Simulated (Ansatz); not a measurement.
**HPC, singlet in 6-31G: errors against full CI**

Geometry: a point of a stretch scan, not a stationary point.

```xyz
3

C     0.0000    0.0000    1.4488
P     0.0000    0.0000   -0.1469
H     0.0000    0.0000   -1.3019
```

Basis 6-31G; Ansatz 0.2.0. Correlated methods freeze the noble-gas cores, which leaves 10 electrons in 18 orbitals. R marks a restricted (for open shells ROHF) determinant, U an unrestricted one. Active spaces: pair = (2e, 2o) about the gap; valence = (10e, 9o) chosen from the atoms' valence shells.

Full CI is exact within this basis and frozen core; it isn't the basis-set limit. The frozen core follows each run's orbitals, which can shift R against U totals by a few meV.

Unrestricted rows (U) aren't spin-pure: their determinants' ⟨S²⟩ exceeds S(S+1) by up to 0.40, so they mix in states of higher spin.

The UHF ⟨S²⟩ is 0.398, the T1 diagnostic (RCCSD) is 0.0362 and the largest doubles amplitude (RCCSD) is 0.126.

```json
{"level": "UHF", "E − E(RHF) (eV)": "-0.0692"}
{"level": "RMP2", "E − E(RHF) (eV)": "-4.5068"}
{"level": "RCCSD", "E − E(RHF) (eV)": "-4.7757"}
{"level": "RCCSD(T)", "E − E(RHF) (eV)": "-5.0592"}
```

(1) Estimate how far full CI in 6-31G lies from RCCSD(T). The table doesn't fix it; the size of (T) and the diagnostics are the guide.

(1) Full CI in 6-31G lies 1.03 kcal/mol below RCCSD(T), which is 16 % of the (T) step (-6.54 kcal/mol). T1 is raised, a doubles amplitude is large, RHF is unstable towards spin polarisation, but (T) still catches most of what CCSD lacks. The miss exceeds 1 kcal/mol.

The other levels:

```json
{"level": "CISD", "E − E(full CI) (kcal/mol)": "16.34", "share of correlation (%)": "86.11", "wall time": "0.48 s"}
{"level": "BCCD(T)", "E − E(full CI) (kcal/mol)": "0.96", "share of correlation (%)": "99.19", "wall time": "0.3 s"}
{"level": "RCCSDT", "E − E(full CI) (kcal/mol)": "0.56", "share of correlation (%)": "99.52", "wall time": "–"}
{"level": "CISDTQ", "E − E(full CI) (kcal/mol)": "1.49", "share of correlation (%)": "98.73", "wall time": "2.1 s"}
{"level": "RCCSDT(Q)", "E − E(full CI) (kcal/mol)": "0.12", "share of correlation (%)": "99.90", "wall time": "0.72 s"}
{"level": "RCCSDTQ", "E − E(full CI) (kcal/mol)": "0.13", "share of correlation (%)": "99.89", "wall time": "6.5 s"}
{"level": "CASSCF (pair space)", "E − E(full CI) (kcal/mol)": "101.92", "share of correlation (%)": "13.40", "wall time": "–"}
{"level": "NEVPT2 (pair space)", "E − E(full CI) (kcal/mol)": "16.51", "share of correlation (%)": "85.97", "wall time": "0.24 s"}
{"level": "MRCISD (pair space)", "E − E(full CI) (kcal/mol)": "13.64", "share of correlation (%)": "88.41", "wall time": "–"}
{"level": "MRCISD+Q (pair space)", "E − E(full CI) (kcal/mol)": "3.61", "share of correlation (%)": "96.93", "wall time": "0.36 s"}
{"level": "CASSCF (valence space)", "E − E(full CI) (kcal/mol)": "29.10", "share of correlation (%)": "75.28", "wall time": "–"}
{"level": "NEVPT2 (valence space)", "E − E(full CI) (kcal/mol)": "7.91", "share of correlation (%)": "93.28", "wall time": "2.8 s"}
{"level": "MRCISD (valence space)", "E − E(full CI) (kcal/mol)": "0.96", "share of correlation (%)": "99.19", "wall time": "–"}
{"level": "MRCISD+Q (valence space)", "E − E(full CI) (kcal/mol)": "0.24", "share of correlation (%)": "99.80", "wall time": "4.4 s"}
```

The correlation energy at full CI, counted from RHF, is -5.104 eV. That run took 88 s on 1 thread of Arm Neoverse V2, shared host over 18,367,552 determinants.

Times hold each run's SCF and search for its determinant on a shared host, so for small cases they say little of a method's own cost; they ran on 1 thread of Arm Neoverse V2. Some runs computed forces too.

The full-CI state has the irrep A1 of C2v, in the program's axes (one component, if the state is degenerate).

Natural occupations of full CI about the gap: 1.981 1.970 1.924 1.900 1.900 0.106 0.106 0.062 0.013 0.009; effectively unpaired electrons, Σ n²(2−n)², 0.20.
